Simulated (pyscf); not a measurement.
**Four-centre exchange: H₂C=N–CH₃ + H₂ -> H₂C=N–CH₃ + H₂**

Gas phase, singlet surface, charge 0. Bonds broken: C1–H4, H9–H10. Bonds formed: C1–H9, H4–H10. Optimised with ωB97X-D3(BJ)/def2-SVP in PySCF.

Transition state (Å):

```xyz
10

C     -1.3592    -0.3366     0.5579
N     -0.1583    -0.5077     0.1212
C      0.2238     0.3555    -0.9475
H     -2.3571    -0.4217    -0.3312
H     -1.8465    -0.8930     1.3686
H      0.1626     1.4366    -0.6630
H      1.2564     0.1627    -1.2767
H     -0.4373     0.2403    -1.8437
H     -1.6976     0.8927     0.9672
H     -2.2044     0.5417     0.0979
```

One imaginary mode, 2033i cm⁻¹; descent along it reached the two sides named.

```json
[
 {"bond": "C1–H4", "change": "breaks", "reactant side (Å)": "1.109", "saddle": "1.339", "product side": "3.6"},
 {"bond": "H9–H10", "change": "breaks", "reactant side (Å)": "0.763", "saddle": "1.066", "product side": "5.3"},
 {"bond": "C1–H9", "change": "forms", "reactant side (Å)": "3.6", "saddle": "1.339", "product side": "1.109"},
 {"bond": "H4–H10", "change": "forms", "reactant side (Å)": "5.3", "saddle": "1.066", "product side": "0.763"}
]
```

Electronic energies relative to the separated reactants (kJ/mol):

```json
[
 {"level": "ωB97X-D3(BJ)/def2-TZVP", "barrier": "385.1", "reaction energy": "0.0", "reverse barrier": "385.1"},
 {"level": "PBE/def2-TZVP", "barrier": "328.0", "reaction energy": "0.0", "reverse barrier": "328.0"},
 {"level": "r²SCAN/def2-TZVP", "barrier": "344.2", "reaction energy": "0.0", "reverse barrier": "344.2"},
 {"level": "B3LYP-D3(BJ)/def2-TZVP", "barrier": "373.2", "reaction energy": "0.0", "reverse barrier": "373.2"},
 {"level": "PBE0-D3(BJ)/def2-TZVP", "barrier": "347.7", "reaction energy": "0.0", "reverse barrier": "347.7"},
 {"level": "M06-2X/def2-TZVP", "barrier": "384.3", "reaction energy": "0.0", "reverse barrier": "384.3"},
 {"level": "ωB97M-D3(BJ)/def2-TZVP", "barrier": "379.8", "reaction energy": "0.0", "reverse barrier": "379.8"},
 {"level": "HF/def2-TZVP", "barrier": "469.6", "reaction energy": "0.0", "reverse barrier": "469.6"}
]
```

With ωB97M-D3(BJ)/def2-TZVP energies and thermal terms (ideal gas, 1 atm, RRHO with modes under 100 cm⁻¹ raised to 100, one conformer, R ln 2 for chiral ones without a mode under 150 cm⁻¹), in kJ/mol:

| T (K) | ΔH‡ | ΔG‡ | ΔH | ΔG |
|---|---|---|---|---|
| 298 | 375.5 | 411.2 | 0.0 | 0.0 |
| 600 | 371.7 | 449.2 | 0.0 | 0.0 |
| 900 | 371.3 | 488.1 | 0.0 | 0.0 |
| 1200 | 372.7 | 526.9 | 0.0 | 0.0 |

At the saddle there is also a short C–H contact that neither side keeps. From the product side, H₂C=N• + CH₃• + H₂ lies, by one bond made or cut, 49.8 kJ/mol under this saddle at ωB97M-D3(BJ)/def2-TZVP. The same reactants have a lower exit, to H₂C=N• + CH₃• + H₂ (no saddle counted: cutting one bond costs +330.0 kJ/mol at ωB97M-D3(BJ)/def2-TZVP, against +379.8 kJ/mol here). H₂C=N–CH₃ lies 38.0 kJ/mol over its isomer H₃C–CH=NH (electronic energy, ωB97M-D3(BJ)/def2-TZVP). Another saddle between the same species, by other bonds, lies lower (201.1 kJ/mol against 379.8 kJ/mol at ωB97M-D3(BJ)/def2-TZVP).
